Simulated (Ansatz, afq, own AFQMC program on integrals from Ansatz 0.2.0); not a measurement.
AFQMC on a folder of integrals that Ansatz 0.2.0 wrote.

```yaml
crystal:
  periodic: [false, false, false]
  atoms:
    - {symbol: In, position_ang: [0.000000, 0.000000, 0.000000]}
basis:
  gaussian: {orbitals: def2-TZVP}
magnetization: {spin_polarized: false, initial_magnetization: 1}
correlation: {method: ccsd_t, electrons: outside_noble_gas, hamiltonian_folder: ham}
```

```sh
$ ansatz run in.yaml --threads 1 --pin off --events-out ev --progress --plain --max-ram 1843MiB
```

afq runs on the folder ham with

```
--method free --trial cisd --walkers 60 --time-step 0.03 --max-blocks 80 --target-error 0.00021 --factor-cut 1e-05 --seed 4055 --times 0,0.3,0.6,1.2,1.8,2.4,3.6,4.8,6 --taylor-order 8
```

Times are imaginary, in 1/Eh. The walk had a cap of 885 s. Filled inner d shells are frozen with the cores. Core potentials past Kr, no spin–orbit coupling.

afq prints:

```
orbitals 41  electrons 2 1  factors 311 of 323
reference energy -189.20709988 Eh
CCSD correlation -0.04403268 Eh in 9 cycles, weight of the determinant in the CISD state 0.9439
repeat  energy at the last time / Eh  error
    10  -189.252233  0.000042
    20  -189.252292  0.000049
    30  -189.252222  0.000045
time / (1/Eh)  energy / Eh  error  mean overlap
  0.00  -189.251131  0.000002  1.0607
  0.30  -189.251501  0.000016  1.0664
  0.60  -189.251763  0.000023  1.0650
  1.20  -189.252013  0.000034  1.0657
  1.80  -189.252094  0.000043  1.0707
  2.40  -189.252183  0.000047  1.0570
  3.60  -189.252285  0.000043  1.0329
  4.80  -189.252229  0.000045  1.0421
  6.00  -189.252217  0.000044  1.0383
energy -189.252217 +/- 0.000044 Eh
```

The run passed its tests (error under three times the target), which doesn't prove that it has relaxed.

Against this walk (error 1.2 meV) on the same determinant: CCSD(T) 7.0 meV higher, full CI 0.1 meV lower (within the noise). The error is statistical, and a free projection of finite length keeps a remainder of its start.

Cautions: remainder of the start not in the error; no spin-orbit coupling; inner d shell frozen.

The walk took 66 s on 1 thread of Arm Neoverse V2, with other jobs on the host. The log's last line is the free-projection energy.

A walk keeps the symmetry of its determinant, which the program's search chose and which needn't be the lowest solution, so a lower state of the same spin and another symmetry isn't excluded.
